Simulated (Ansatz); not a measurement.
in.yaml

```yaml
crystal:
  periodic: [false, false, false]
  atoms:
    - {symbol: H, position_ang: [0.000000, 0.000000, -0.936667]}
    - {symbol: H, position_ang: [0.000000, 0.000000, -0.092667]}
    - {symbol: O, position_ang: [0.000000, 0.000000, 1.029333]}
basis:
  gaussian: {orbitals: 6-31G}
magnetization: {spin_polarized: false, initial_magnetization: 2}
hamiltonian: {pseudopotentials: {relativity: none}}
correlation: {method: fic_mrcisd_q_relaxed, electrons: outside_noble_gas, active_space: {window: {electrons: 2, orbitals: 4}}}
```

```sh
$ ansatz run in.yaml --threads 1 --pin off --events-out ev --progress --plain --max-ram 2393MiB
```

Log:

```
139 factors; integrals over basis functions are off by at most 8.4e-4 eV
mean field evaluation 1: about -2062.7717 eV, gradient 9.8e0 eV
mean field evaluation 2: about -2062.7742 eV, gradient 9.8e0 eV
mean field evaluation 4: about -2063.2554 eV, gradient 1.5e0 eV
mean field evaluation 8: about -2063.2963 eV, gradient 1.2e-1 eV
mean field evaluation 16: about -2063.2967 eV, gradient 5.5e-2 eV
mean field evaluation 32: about -2062.1256 eV, gradient 8.7e-1 eV
mean field -2063.29650472 eV, -75.8247479959 hartree, gradient 1.2e-6 eV, S^2 2.000000; 6 other end points of the search recorded, 0 dependent functions left out
reference -2063.29650472 eV, -75.8247479959 hartree; 6, 4 occupied and 7, 9 virtual orbitals, 139 factors
state -2063.40580067 eV, -75.8287645480 hartree
contracted CI cycle   1: correlation 0.00000000 eV, 0.0000000000 hartree, residual 1.50e1 eV
contracted CI cycle   2: correlation -2.67350782 eV, -0.0982496002 hartree, residual 3.39e0 eV
contracted CI cycle   3: correlation -2.86212376 eV, -0.1051811080 hartree, residual 1.14e0 eV
contracted CI cycle   4: correlation -2.88781129 eV, -0.1061251075 hartree, residual 4.35e-1 eV
contracted CI cycle   5: correlation -2.89194935 eV, -0.1062771784 hartree, residual 1.70e-1 eV
contracted CI cycle   6: correlation -2.89257311 eV, -0.1063001011 hartree, residual 6.95e-2 eV
contracted CI cycle   7: correlation -2.89266341 eV, -0.1063034195 hartree, residual 2.49e-2 eV
contracted CI cycle   8: correlation -2.89267377 eV, -0.1063038002 hartree, residual 7.95e-3 eV
contracted CI cycle   9: correlation -2.89267482 eV, -0.1063038389 hartree, residual 2.31e-3 eV
contracted CI cycle  10: correlation -2.89267490 eV, -0.1063038420 hartree, residual 5.85e-4 eV
state -2063.40580067 eV, -75.8287645480 hartree; corrected -2066.44931028 eV, -75.9406114630 hartree
Total energy: -2066.44931028 eV, -75.9406114630 hartree
```

Ran on 1 thread of Arm Neoverse N1, shared host: 0.87 s wall, 0.08 GiB peak host memory.
